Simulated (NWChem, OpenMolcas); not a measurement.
How methods differ on BN2H5 (SMILES NBN)

The species is BN2H5 (8 atoms), meant as a singlet with charge 0. SMILES: `NBN`. Geometry: relaxed at PBE0-D4/def2-TZVP.

Each level gives the dipole moment (D). The values are calculated.

| level | kind | program | value (D) | CPU time |
| --- | --- | --- | --- | --- |
| BLYP/6-311+G** | GGA | OpenMolcas | 1.37 | 40 s |
| PBE/6-311+G** | GGA | NWChem | 1.40 | 17 s |
| TPSS/6-311+G** | meta-GGA | OpenMolcas | 1.38 | 61 s |
| r2SCAN/6-311+G** | meta-GGA | NWChem | 1.38 | 21 s |
| B3LYP/6-311+G** | global hybrid | OpenMolcas | 1.34 | 43 s |
| BHLYP/6-311+G** | global hybrid | NWChem | 1.28 | 24 s |
| M06-2X/6-311+G** | hybrid meta-GGA | NWChem | 1.27 | 32 s |
| wB97X/6-311+G** | range-separated hybrid | NWChem | 1.33 | 1.8 min |

The values span 1.27 to 1.40 D. CPU times are rough (shared hosts, several kinds of processor): they show what a rung costs within a factor of a few.
